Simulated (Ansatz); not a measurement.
# CHAlO+ (doublet): from Hartree-Fock to the top rungs, cc-pVDZ

One table from this session's results is given with a row withheld; the runs are named, their logs left out.

The runs use Ansatz 0.2.0, Gaussian basis; cc-pVDZ, core rule «outside noble gas», up to 7 orbitals frozen.

To be run: UHF; CCSD(T) on ROHF; CCSD(T) on UHF; BCCD(T) on ROHF; CISD as a restricted active space (open shells left free, so some higher excitations enter); CCSDT(Q) on ROHF; CCSDT(Q) on UHF; CASSCF and MRCISD+Q, 9 electrons in 9 orbitals; CASSCF and NEVPT2, 9 electrons in 9 orbitals.

24 further runs of the same task are left out: 5 that didn't finish, 19 set aside as unsound or not needed. Runs told in other sessions of the task aren't counted.

## What is computed

The geometry is a PBE0/def2-TZVP stationary point (not a proven minimum) of the parent state, kept for this charge and spin.

4 atoms, charge 1, spin multiplicity 2.

Atoms are counted from 1 here; the program's logs count them from 0.

Bond lengths: Al1–C2 1.933 Å, C2–O3 1.306 Å, O3–H4 0.968 Å. Angles: Al1–C2–O3 167.9°, C2–O3–H4 112.4°.

The first run:

in.yaml reads:

```yaml
crystal:
  periodic: [false, false, false]
  atoms:
    - {symbol: Al, position_ang: [0.000001, -0.162615, 2.220099]}
    - {symbol: C, position_ang: [-0.000032, -0.075678, 0.288964]}
    - {symbol: O, position_ang: [0.000003, -0.291771, -0.998684]}
    - {symbol: H, position_ang: [0.000028, 0.530064, -1.510380]}
basis:
  gaussian: {orbitals: cc-pVDZ}
total_charge: 1
magnetization: {spin_polarized: true, initial_magnetization: 1}
hamiltonian: {xc: hf}
output: {orbitals: {seedname: orbitals}}
```

Launch:

```
$ ansatz run in.yaml --threads 1 --pin off --events-out ev --progress --plain --max-ram 2393MiB
```

Among the steps run: UHF; CCSD(T) on ROHF; CCSD(T) on UHF; BCCD(T) on ROHF; CISD as a restricted active space (open shells left free, so some higher excitations enter); CCSDT(Q) on ROHF; CCSDT(Q) on UHF; CASSCF and MRCISD+Q, 9 electrons in 9 orbitals; CASSCF and NEVPT2, 9 electrons in 9 orbitals.

One of the session's tables, all rows but one given; the rest of the session is left out.

```
           method  from UCCSDT(Q) (meV)
             ROHF               +9964.1
              UHF               +9735.2
             RMP2               +1246.1
             UMP2               +1412.3
             CISD               +1377.5
            RCCSD                +387.0
            UCCSD                +397.3
         RCCSD(T)                 +62.5
         UCCSD(T)                 +67.9
          BCCD(T)                 +60.5
           RCCSDT                 +31.0
           UCCSDT                     ?
        RCCSDT(Q)                  +7.8
        UCCSDT(Q)                     0
  CASSCF frontier               +6136.5
  MRCISD frontier                +632.6
MRCISD+Q frontier                 +86.2
```

Q: Estimate the row for UCCSDT from the others.

**Answer.** from UCCSDT(Q) (meV): +32.3. In the column «from UCCSDT(Q) (meV)» it lies between RCCSDT (+31.0) and BCCD(T) (+60.5).

Not comparable, so not listed: CASSCF and NEVPT2, 9 electrons in 9 orbitals (they don't share determinant, frozen orbitals or solution with the rows shown, or repeat one).

To keep in mind: Restricted and unrestricted rows rest on different reference determinants; a gap between their highest levels can come from leftover correlation error, from unlike frozen cores or from another state. Warnings in the runs' records: passed over end.
